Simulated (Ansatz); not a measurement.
# NH3 (SMILES N): levels of theory compared

Wanted: a comparison of 6 runs (BLYP/6-31G, PBE/6-31G, UB3LYP/6-31G, UPBE/6-31G, revPBE/6-31G, UCCSD(T)/3-21G) of NH3. 

Program for the calculation: Ansatz 0.2.0.

48 further runs of the same task are left out: 48 set aside as unsound or not needed.

### 1 The molecule

NH3 has 4 atoms, charge 0, and is taken as a singlet. SMILES: `N`. The H2–N1 distance was set to 2.025 Å, away from the relaxed value. At this shape a bond of the SMILES string is far longer than usual.

Bond lengths: N1–H3 1.013 Å, N1–H4 1.013 Å. Angles: H3–N1–H4 107.1°.

### 2 The energy at BLYP/6-31G (run 1)

Contents of input.yaml:

```yaml
basis:
  gaussian:
    orbitals: 6-31G
crystal:
  periodic: [false, false, false]
  atoms:
    - {symbol: "N", position_ang: [-0.630317, 0.800787, -0.527351]}
    - {symbol: H, position_ang: [0.490470, -0.301820, 0.749180]}
    - {symbol: H, position_ang: [-1.447887, 0.249377, -0.757191]}
    - {symbol: H, position_ang: [-0.093487, 0.905597, -1.379481]}
hamiltonian:
  xc: {name: BLYP}
accuracy: high
```

Launch:

```
$ ansatz run input.yaml --threads 1 --pin off --max-ram 3480MiB --events-out events.jsonl --progress --plain --runs-dir runs
```

Output:

```text
Warning: RAYON_NUM_THREADS=1 ignored (pool sized by the plan → 1); use --threads N
Functional definition: BLYP
  name "BLYP"
  parameter beta = 0.0042
  parameter a = 0.04918
  parameter b = 0.132
  parameter c = 0.2533
  parameter d = 0.349
  exchange = b88_x(beta = beta)
  correlation = lyp_c(a = a, b = b, c = c, d = d)
349 factors; integrals over basis functions are off by at most 2.9e-9 eV
mean field evaluation 1: about -1520.3137 eV, gradient 6.9e1 eV
mean field evaluation 2: about -1484.0775 eV, gradient 1.1e2 eV
mean field evaluation 4: about -1530.2436 eV, gradient 2.5e1 eV
mean field evaluation 8: about -1533.4161 eV, gradient 1.4e-1 eV
mean field evaluation 16: about -1533.4117 eV, gradient 9.8e-6 eV
mean field -1533.41170715 eV, -56.3518408539 hartree, gradient 2.5e-8 eV, S^2 0.000000; 0 other end points of the search recorded, 0 dependent functions left out
reference -1533.41173996 eV, -56.3518420598 hartree; 5, 5 occupied and 10, 10 virtual orbitals, 349 factors
Total energy: -1533.41173996 eV, -56.3518420598 hartree
```

It took 0.32 s on 1 thread of Intel Xeon 6975P-C (Granite Rapids), shared host.

### 3 The energy at PBE/6-31G (run 2)

Contents of run.yaml:

```yaml
basis:
  gaussian: {orbitals: 6-31G}
crystal:
  periodic: [false, false, false]
  atoms:
    - symbol: N
      position_ang: [-0.630317, 0.800787, -0.527351]
    - symbol: H
      position_ang: [0.490470, -0.301820, 0.749180]
    - symbol: H
      position_ang: [-1.447887, 0.249377, -0.757191]
    - symbol: H
      position_ang: [-0.093487, 0.905597, -1.379481]
accuracy: high
hamiltonian: {xc: pbe}
```

Launch:

```
$ ansatz run run.yaml --threads 1 --pin off --max-ram 3480MiB --events-out events.jsonl --progress --plain --runs-dir runs
```

Output:

```text
Warning: RAYON_NUM_THREADS=1 ignored (pool sized by the plan → 1); use --threads N
Functional definition: PBE
  name "PBE"
  parameter kappa = 0.804
  parameter beta = 0.06672455060314922
  exchange = pbe_x(kappa = kappa, mu = beta*pi^2/3)
  correlation = pbe_c(beta = beta)
349 factors; integrals over basis functions are off by at most 2.9e-9 eV
mean field evaluation 1: about -1519.6501 eV, gradient 6.7e1 eV
mean field evaluation 2: about -1485.8868 eV, gradient 1.1e2 eV
mean field evaluation 4: about -1528.2995 eV, gradient 2.7e1 eV
mean field evaluation 8: about -1531.9535 eV, gradient 1.3e-1 eV
mean field evaluation 16: about -1531.9487 eV, gradient 2.2e-6 eV
mean field -1531.94867288 eV, -56.2980753361 hartree, gradient 3.3e-8 eV, S^2 0.000000; 0 other end points of the search recorded, 0 dependent functions left out
reference -1531.94867460 eV, -56.2980753995 hartree; 5, 5 occupied and 10, 10 virtual orbitals, 349 factors
Total energy: -1531.94867460 eV, -56.2980753995 hartree
```

Wall time 0.26 s (1 thread of Intel Xeon 6975P-C (Granite Rapids), shared host).

Runs 3 to 5 aren't shown in full; the table further down has their settings and results.

### 4 The energy at UCCSD(T)/3-21G (run 6)

Contents of in.yaml:

```yaml
crystal:
  periodic: [false, false, false]
  atoms:
    - symbol: "N"
      position_ang: [-0.630317, 0.800787, -0.527351]
    - symbol: H
      position_ang: [0.490470, -0.301820, 0.749180]
    - symbol: H
      position_ang: [-1.447887, 0.249377, -0.757191]
    - symbol: H
      position_ang: [-0.093487, 0.905597, -1.379481]
basis:
  gaussian:
    orbitals: 3-21G.json
correlation:
  method: ccsd_t
  frozen_orbitals: {H: 0, "N": 1}
magnetization:
  spin_polarized: true
  initial_magnetization: 0
accuracy: high
scf:
  omitted_lower_state_checks: [cluster_reference, increment]
```

The basis set 3-21G is read from a file made from the Basis Set Exchange's data (not shown).

Launch:

```
$ ansatz run in.yaml --threads 1 --pin off --max-ram 3480MiB --events-out events.jsonl --progress --plain --runs-dir runs
```

Output:

```text
Warning: RAYON_NUM_THREADS=1 ignored (pool sized by the plan → 1); use --threads N
[... 13 lines left out ...]
1 core orbitals not correlated: weight in the atoms' cores, before any rotation towards them, 1.000 or more for the frozen orbitals, at most 0.000 for the correlated occupied ones
[... 42 lines left out ...]
Total energy: -1520.07416512 eV, -55.8616952247 hartree
Checks for a lower state left out: cluster_reference, increment
```

Run time: 0.2 s. Hardware: 1 thread of Intel Xeon 6975P-C (Granite Rapids), shared host.

### 5 The series

```csv
run,level,frozen core orbitals,energy (Eh),wall time
1,BLYP/6-31G,–,-56.351842,0.32 s
2,PBE/6-31G,–,-56.298075,0.26 s
3,UB3LYP/6-31G,–,-56.375744,0.97 s
4,UPBE/6-31G,–,-56.301349,0.74 s
5,revPBE/6-31G,–,-56.357817,0.28 s
6,UCCSD(T)/3-21G,1,-55.861695,0.2 s
```

### 6 What came out

| quantity | value |
| --- | --- |
| run 6: total energy | -55.86170 Eh |
| run 6: correlation energy (1 core orbital frozen) | -116.4 mEh |
| run 6: (T) correction | -4.88 mEh |
| run 6: ⟨S²⟩ of the reference determinant | 0.888 |
| run 6: T1 diagnostic | 0.081 |

**Reading.** Totals of different functionals can't be ranked against each other. In runs 1, 2, 5 a closed-shell determinant meets a far-stretched bond, which it describes badly. Spin contamination of the reference: run 6 ⟨S²⟩ = 0.89, run 3 ⟨S²⟩ = 0.56, run 4 ⟨S²⟩ = 0.41. Where it is this large, the reference is a mixture of spin states, and values that rest on it are in doubt. All runs together took 2.8 s, the longest 0.97 s.
